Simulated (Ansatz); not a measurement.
H2Si, SMILES `[SiH2]` (lower singlet) (charge 0, multiplicity 1). This singlet lies 0.89 eV below the relaxed triplet at the level composite: frozen-core CCSD(T) with HF/cc-pV5Z and the correlation energy extrapolated as X^-3 from cc-pVQZ and cc-pV5Z, plus full CI minus CCSD(T) in cc-pVDZ // PBE0-D3(BJ)/def2-TZVP (Ansatz, a first-principles code).

Z-matrix (Å, degrees):
```
Si
H 1 1.5256
H 1 1.5256 2 91.20
```
Charge 0, multiplicity 1.

Frozen-core energies in 6-31g from Ansatz at a geometry from PBE0-D3(BJ)/def2-TZVP; the HF reference has <S^2> = 0.00 (restricted, and unstable towards unrestricted orbitals) and the T1 diagnostic is 0.011.

| level | energy (Ha) |
|---|---|
| HF | -289.96993 |
| MP2 | -290.01361 |
| CCSD | -290.03347 |
| CCSD(T) | -290.03403 |

### Question
Estimate the energies of CCSDT, CCSDT(Q) and full CI, and give each level's error against full CI.

### Answer

```
level     energy (Ha)  error against full CI (mHa)
--------  -----------  ---------------------------
MP2        -290.01361                        20.71
CCSD       -290.03347                         0.85
CCSD(T)    -290.03403                         0.29
CCSDT      -290.03424                         0.08
CCSDT(Q)   -290.03429                         0.03
full CI    -290.03432                         0.00
```
